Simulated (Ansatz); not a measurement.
# DyCl3: rung by rung

One table from this session's results is given with a row withheld; the runs are named, their logs left out.

Method: as each input shows; program: Ansatz 0.2.0, Gaussian basis.

Plan: PBE-D4/def2-TZVP, r2SCAN-D4/def2-TZVP, B3LYP-D4/def2-TZVP, B2PLYP/def2-TZVP, LC-ωPBE/def2-TZVP, BHLYP-D4/def2-TZVP, PBE-QIDH/def2-TZVP, PBE-D4/def2-SVP, PBE0-D4/def2-SVP, CCSD(T)/def2-SVP, MP2/def2-TZVP, RPA/def2-TZVP.

## The relaxed structure

The geometry is that of the sextet, from an earlier relaxation (PBE0-D4/def2-SVP).

4 atoms, charge 0, spin multiplicity 6.

Atoms are counted from 1 here; the program's logs count them from 0.

Bond lengths: Dy1–Cl2 2.434 Å, Dy1–Cl3 2.431 Å, Dy1–Cl4 2.431 Å. Angles: Cl2–Dy1–Cl3 120.2°, Cl2–Dy1–Cl4 120.2°, Cl3–Dy1–Cl4 118.5°.

Dy takes a core potential in the def2 sets. No spin-orbit coupling is included.

PBE0-D4/def2-TZVP was run before; its log isn't repeated, and its numbers join the tables.

Set-up of the first run:

start.molden holds the orbitals of an earlier run on this state, given as this run's starting guess.

The input, in.yaml:

```yaml
crystal:
  periodic: [false, false, false]
  atoms:
    - {symbol: Dy, position_ang: [0.008577, -0.000424, 0.108527]}
    - {symbol: Cl, position_ang: [2.440204, -0.022837, -0.003293]}
    - {symbol: Cl, position_ang: [-1.204735, 2.100689, -0.046948]}
    - {symbol: Cl, position_ang: [-1.244046, -2.077428, -0.058286]}
basis:
  gaussian: {orbitals: def2-TZVP, initial_orbitals: start.molden}
magnetization: {spin_polarized: true, initial_magnetization: 5}
hamiltonian: {xc: pbe, dispersion: d4}
scf: {omitted_lower_state_checks: [starts]}
output: {forces: true, orbitals: {seedname: orbitals}}
```

The run is started by

```
> ansatz run in.yaml --threads 4 --pin off --events-out ev --progress --plain --max-ram 8704MiB
```

Among the steps run: PBE-D4/def2-TZVP; r2SCAN-D4/def2-TZVP; B3LYP-D4/def2-TZVP; B2PLYP/def2-TZVP; LC-ωPBE/def2-TZVP; BHLYP-D4/def2-TZVP; PBE-QIDH/def2-TZVP; PBE-D4/def2-SVP; PBE0-D4/def2-SVP; CCSD(T)/def2-SVP; MP2/def2-TZVP; RPA/def2-TZVP.

One table of the session follows, with a row left open; its other results are not shown here.

It belongs to the step «Levels side by side». 

| level | HOMO (eV) | LUMO (eV) | gap (eV) |
| --- | --- | --- | --- |
| PBE-D4/def2-SVP | -7.05 | -6.25 | 0.81 |
| PBE-D4/def2-TZVP | -7.28 | -6.46 | 0.82 |
| r2SCAN-D4/def2-TZVP | -7.84 | -5.85 | 1.99 |
| B3LYP-D4/def2-TZVP | -8.81 | -4.22 | 4.59 |
| PBE0-D4/def2-SVP | -8.89 | -3.34 | 5.55 |
| PBE0-D4/def2-TZVP | -9.11 | -3.43 | 5.68 |
| BHLYP-D4/def2-TZVP | ? | ? | ? |
| LC-ωPBE/def2-TZVP | -11.90 | -2.34 | 9.56 |

Estimate the missing values for BHLYP-D4/def2-TZVP.

The run gave: HOMO (eV): -10.32; LUMO (eV): -2.43; gap (eV): 7.89. In the column «HOMO (eV)» it lies between LC-ωPBE/def2-TZVP (-11.90) and PBE0-D4/def2-TZVP (-9.11).
